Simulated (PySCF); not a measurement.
# C3H5: the cost of one run

Program: PySCF 2.14.0. Level of theory: levels as typed in each script, gas phase, geometry from GFN2-xTB. These are calculated values, not measurements.

**1. Where the work starts**

8 atoms, charge -1, spin multiplicity 1.

Bond lengths: C1–C2 1.374 Å, C1–H4 1.084 Å, C1–H5 1.085 Å, C2–C3 1.374 Å, C2–H6 1.099 Å, C3–H7 1.084 Å, C3–H8 1.085 Å. Angles: C2–C1–H4 122.1°, C2–C1–H5 121.9°, H4–C1–H5 116.1°, C1–C2–C3 129.7°, C1–C2–H6 115.1°, C3–C2–H6 115.1°, C2–C3–H7 122.1°, C2–C3–H8 121.9°, H7–C3–H8 116.1°.

Coordinates:

| atom | x (Å) | y (Å) | z (Å) |
| --- | --- | --- | --- |
| C1 | 1.24394 | -0.18319 | 0.00000 |
| C2 | -0.00001 | 0.40015 | 0.00000 |
| C3 | -1.24391 | -0.18323 | 0.00000 |
| H4 | 1.37483 | -1.25910 | 0.00000 |
| H5 | 2.15388 | 0.40817 | 0.00000 |
| H6 | -0.00026 | 1.49958 | 0.00000 |
| H7 | -1.37476 | -1.25915 | 0.00000 |
| H8 | -2.15386 | 0.40810 | 0.00000 |

**2. Excited states (CAM-B3LYP/aug-cc-pvdz)**

Input file input.py:

```python
import numpy as np
from pyscf import gto, scf, dft, tdscf
from pyscf.scf import atom_ks, atom_hf
from scipy.linalg import block_diag

def solve(mol, dm0=None, hcore=None):
    mf = (dft.UKS if mol.spin else dft.RKS)(mol, xc='camb3lyp')
    mf.grids.level = 3
    mf = mf.density_fit(auxbasis='def2-universal-jkfit')
    mf.conv_tol, mf.max_cycle = 1e-8, 80
    if hcore is not None:
        mf.get_hcore = lambda *args: hcore
    mf.kernel(dm0)
    if not mf.converged:
        mf = mf.newton().run(mf.mo_coeff, mf.mo_occ, max_cycle=30)
    assert mf.converged, 'SCF not converged'
    return mf

mol = gto.M(atom='''
C      1.24394    -0.18319     0.00000
C     -0.00001     0.40015     0.00000
C     -1.24391    -0.18323     0.00000
H      1.37483    -1.25910     0.00000
H      2.15388     0.40817     0.00000
H     -0.00026     1.49958     0.00000
H     -1.37476    -1.25915     0.00000
H     -2.15386     0.40810     0.00000
''', basis='aug-cc-pvdz', charge=-1, spin=0, verbose=4)
mf = solve(mol)
td = mf.TDDFT()
td.nstates, td.singlet, td.conv_tol = 4, True, 1e-5
td.kernel()
td.analyze()
x, y = np.array([p[0] for p in td.xy]), np.array([p[1] + 0 * p[0] for p in td.xy])
f, mu = td.oscillator_strength(), td.transition_dipole()
nto = [td.get_nto(state=i + 1, verbose=4) for i in range(len(td.e))]
# spherically averaged free atoms, for the promolecule
atm = atom_ks.get_atm_nrks(mol, xc='camb3lyp')
pro = block_diag(*[(atm[a[0]][2] * atm[a[0]][3]) @ atm[a[0]][2].T for a in mol._atom])
np.savez('result.npz', e=td.e, f=f, ok=td.converged, w=[n[0] for n in nto], nto=[n[1] for n in nto], x=x, y=y, c=mf.mo_coeff, occ=mf.mo_occ, eps=mf.mo_energy, pro=pro, mu=mu)
```

Launch:

```bash
$ OMP_NUM_THREADS=1 python input.py
```

**Question.** How long does this run take on 1 thread of Intel Xeon Platinum 8488C (Sapphire Rapids), shared host, and how much memory does it need?

About 2.3 min, with a peak of 0.67 GiB.
